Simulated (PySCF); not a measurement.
Consider fulvene, `C=C1C=CC=C1` (C6H6). Optimised structure (Å), atoms numbered from 1:
```
C     1.9577   -0.0280    0.4895
C     0.6541   -0.0093    0.1607
C    -0.2348   -1.1716    0.0195
C    -1.4625   -0.7126   -0.3217
C    -1.4181    0.7538   -0.4143
C    -0.1638    1.1773   -0.1288
H     2.5362    0.8965    0.5689
H     2.4796   -0.9683    0.6871
H     0.0703   -2.2068    0.1696
H    -2.3521   -1.3177   -0.5021
H    -2.2702    1.3840   -0.6730
H     0.2040    2.2029   -0.1090
```

Energies: PBE0-D3(BJ)/def2-TZVP (PySCF, density fitting, integration grid level 2) on PBE0-D3(BJ)/def2-SVP structures. Thermal corrections: GFN2-xTB frequencies, unscaled, ideal gas at 298.15 K and 1 bar, quasi-RRHO entropy. These were taken at the GFN2-xTB minima.

Rank these of its sites by proton affinity, highest first.
A. C3 (alkene carbon)
B. C1 (alkene carbon)
C. C4 (alkene carbon)

A (874 kJ/mol), C (804 kJ/mol), B (785 kJ/mol).

For C1 (alkene carbon), what are ΔE (electronic) and ΔG(298 K) of removing the proton again?

ΔE = 802 and ΔG = 763 kJ/mol, beside ΔH = 785 kJ/mol.

Of those listed, which site of protonation is favoured in THF (IEF-PCM), and by how much?

C3 (alkene carbon), by 63 kJ/mol over C4 (alkene carbon); the gas phase favours the same one.
